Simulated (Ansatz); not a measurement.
**C2, singlet: reading a ladder of total energies**

Geometry: a PBE0/def2-TZVP stationary point for this spin.

```yaml
atoms:
  - { symbol: C, position_ang: [0.0000, 0.0000, 0.0000] }
  - { symbol: C, position_ang: [0.0000, 0.0000, 1.2462] }
```

Basis 6-31G; Ansatz 0.2.0. Correlated methods freeze the noble-gas cores, which leaves 8 electrons in 16 orbitals. R marks a restricted (for open shells ROHF) determinant.

Full CI is exact within this basis and frozen core; it isn't the basis-set limit.

The cluster runs stand on a determinant 0.49 eV above the lowest RHF solution, chosen by trial CCSD; the correlation energy below is counted from it.

Runs differ by some tens of microhartree through their thresholds, so steps under 0.03 kcal/mol mean nothing.

```tsv
level	total energy (hartree)
RHF determinant under the cluster runs	-75.348737
RMP2	-75.615344
RCCSD*	-75.618509
RCCSD(T)*	-75.641214
RCCSDT*	-75.639214
RCCSDT(Q)*	-75.642622
RCCSDTQ*	-75.640482
full CI	-75.640966
```

Question: What is the correlation energy at full CI, and what share of it do RMP2 and RCCSDTQ recover?

Answer: E(corr) = -75.640966 − (-75.348737) = -0.292229 hartree = -7.952 eV. RMP2: -0.266607 / -0.292229 = 91.23 %. RCCSDTQ: -0.291745 / -0.292229 = 99.83 %.

Question: By how many kcal/mol does RCCSD(T) miss full CI (1 hartree = 627.509 kcal/mol), and which steps make up the rest?

Answer: -75.641214 − (-75.640966) = -0.000248 hartree = -0.16 kcal/mol. Steps: RCCSDT − RCCSD(T) = 1.26, RCCSDT(Q) − RCCSDT = -2.14, RCCSDTQ − RCCSDT(Q) = 1.34, full CI − RCCSDTQ = -0.30 kcal/mol. That is within 1 kcal/mol of the reference in this basis, which itself misses far more of the correlation at the basis-set limit.

An asterisk marks runs whose energy the program itself flagged as in doubt.
